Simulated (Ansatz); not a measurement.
The input, for Ansatz 0.2.0:

```yaml
crystal:
  periodic: [false, false, false]
  atoms:
    - {symbol: Ga, position_ang: [0.000023, -0.258300, 3.736266]}
    - {symbol: P, position_ang: [-0.000016, -0.609843, -2.506844]}
    - {symbol: N, position_ang: [0.000021, -0.249023, -3.946168]}
    - {symbol: H, position_ang: [-0.000029, 1.117165, 2.716746]}
basis:
  gaussian: {orbitals: def2-SVPD}
magnetization: {spin_polarized: false}
hamiltonian: {xc: hf}
output: {orbitals: {seedname: orbitals}}
```

```sh
$ ansatz run in.yaml --threads 1 --pin off --events-out ev --progress --plain --max-ram 2393MiB
```

The program prints:

```
849 factors; integrals over basis functions are off by at most 1.2e-3 eV
mean field evaluation 1: about -63087.1094 eV, gradient 3.6e1 eV
mean field evaluation 2: about -63087.1792 eV, gradient 3.6e1 eV
mean field evaluation 4: about -63090.6636 eV, gradient 2.6e0 eV
mean field evaluation 8: about -63090.7098 eV, gradient 3.3e-1 eV
mean field -63090.71037109 eV, -2318.5408417182 hartree, gradient 2.9e-5 eV, S^2 0.000000; 0 other end points of the search recorded, 0 dependent functions left out
reference -63090.71037109 eV, -2318.5408417182 hartree; 27, 27 occupied and 63, 63 virtual orbitals, 849 factors
Total energy: -63090.71037109 eV, -2318.5408417182 hartree
```

Ran on 1 thread of Intel Xeon 6975P-C, shared host: 0.72 s wall, 0.15 GiB peak host memory.
